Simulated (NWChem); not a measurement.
# Correlation energy of ClNa

```
Na
Cl 1 2.3404
```
Charge 0, spin multiplicity 1.

Everything below was run with NWChem. The geometry was optimised at B3LYP/def2-SVP, a minimum by its harmonic frequencies.

Basis set: cc-pVDZ. Each correlation energy counts from its own Hartree-Fock reference.

The correlated methods keep 6 core orbitals frozen. The structure started from a generated list of species. No row is a measurement; the coupled-cluster row has its own basis-set and correlation limits.

Order these methods by the correlation energy they give, lowest first: CCSDT, SCS-MP2, MP2, CCSD.

CCSDT (-156.2 mHa), CCSD (-153.8 mHa), MP2 (-142.0 mHa), SCS-MP2 (-137.0 mHa)
